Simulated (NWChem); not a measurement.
System: CH2 cation, doublet

Here is an NWChem input.

```
start job
memory heap 200 mb stack 900 mb global 1100 mb
charge 1
geometry units angstroms noautosym nocenter noautoz
  C     -0.093706    -0.017169     0.000000
  H      0.265847     0.048710    -1.035808
  H      0.265847     0.048710     1.035808
end
basis spherical
  * library def2-svp
end
dft
  odft
  mult 2
  xc b3lyp
  iterations 150
end
cosmo
  do_cosmo_smd true
  solvent dcm
end
task dft energy
```

All runs use the structure optimised with PBE0-D3(BJ)/def2-TZVP, spin-unrestricted. No stability test was run on the SCF state. Solvent: dichloromethane.

Level: B3LYP/def2-SVP with SMD (1 M gas to 1 M solution), gas-phase geometry. Reactions with the solvent are ignored.

Problem. Give the results of this calculation. (B3LYP/def2-SVP, spin-unrestricted, SMD on the gas-phase geometry.) Quantities: solvation free energy (kcal/mol); cavity-dispersion-structure term (kcal/mol).

Solution. 
```
Item                                         Value
-------------------------------------------  -----
solvation free energy (kcal/mol)             -75.7
cavity-dispersion-structure term (kcal/mol)    3.0
```
